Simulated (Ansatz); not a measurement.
Relaxed structures of BNH3S, doublet (PBE0-D4/def2-TZVP; forces vanish, vibrations not checked; lower isomers may exist, and structures with a doubtful reference or unclear bonds are left out; Å). Ansatz 0.2.0; basis: def2-TZVPP; cores frozen in the correlated methods; orbitals are unrestricted.

Rank them by CCSD(T) energy, lowest first, and give each one's height above the lowest. Links in brackets join atoms within 1.22 times the sum of their covalent radii (1.1 for two metals). (Judge from chemistry; the value comes from the calculation.)
A.
BNH₃S ([NH][BH][SH])
```
6
angstrom
N -0.8951 -0.2358 -0.7462
B 0.3559 -0.3815 -0.1659
S 0.8197 0.3218 1.4304
H -1.1416 0.3881 -1.5043
H 1.1792 -1.0908 -0.6789
H -0.3182 0.9982 1.6649
```
B.
BNH₃S ([NH2][B][SH])
```
6
angstrom
N -0.9180 -0.1241 -0.7208
B 0.3593 0.0105 -0.2152
S 0.9602 0.4137 1.4104
H -1.0958 -0.3609 -1.6815
H -1.7580 0.0027 -0.1741
H -0.2162 0.5643 2.0660
```
C.
BNH₃S ([NH2][BH][S])
```
6
angstrom
N -0.9108 -0.0959 -0.6167
B 0.3650 -0.3298 -0.1107
S 0.8906 -0.0850 1.5774
H -1.1355 -0.2569 -1.5823
H 1.2337 -0.7356 -0.8354
H -1.6819 0.2424 -0.0681
```

By the calculation: C (0.00 kcal/mol), B (19.55 kcal/mol), A (30.11 kcal/mol). Heights count from the lowest.

No T1 diagnostic of these runs exceeds 0.021. ⟨S²⟩ of the unrestricted Hartree–Fock references: 0.76 (a pure state has 0.75).

For scale, one of the runs: CCSD(T)/def2-TZVPP, 146 basis functions, launched by `ansatz run in.yaml --threads 2 --pin off --events-out ev --progress --plain --max-ram 4352MiB`. Time: 37 s of wall clock on 2 CPU threads of an Arm Neoverse V2; the host was shared. Peak host memory: 2 GiB.
